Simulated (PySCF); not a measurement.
NMR data simulated for an unnamed compound:

¹H NMR (500 MHz, computed): δ 2.29 (m, 6H), 1.21 (m, 6H).

¹³C{¹H} NMR (computed): δ 42.7 (CH3), 22.0 (CH3).

One averaged value for each set of equivalent atoms, non-relativistic, no solvent model, single conformer. Structure optimised with GFN2-xTB; shieldings: GIAO PBE0/pcSseg-1; PySCF.

References, each an isolated molecule treated in the same way: ¹H, ¹³C vs TMS.

Which of these does the molecule contain: an N-methyl group, an S-methyl group, a CF3 group, a (CH3)2CH unit?

Answers


- An N-methyl group: yes (δC 42.7; δH 2.29 (m)).
- An S-methyl group: no.
- A CF3 group: no.
- A (CH3)2CH unit: no.

The data belong to SMILES N(C)(C)P(C)C, C4H12NP; they needn't prove each group on their own.

Carbon signals by region: 2 below 50 ppm.

Splittings by ³¹P in the carbon and heteronuclear signals aren't shown, as no couplings were computed. Shifts are as computed. Against solution values, carbons near 30 ppm lie about +3 ppm off and those near 130 ppm about +5 ppm. Of 1211 compounds with measured shifts, 218 miss one by over three times the rms of a fit or turn the order of signals round; such compounds aren't used in these exercises. No couplings were computed; multiplicities are counted from neighbouring protons, with m where these are inequivalent, close in shift, in a saturated or five-membered ring or joined by F or P, and br s for small geminal =CH2 splittings.
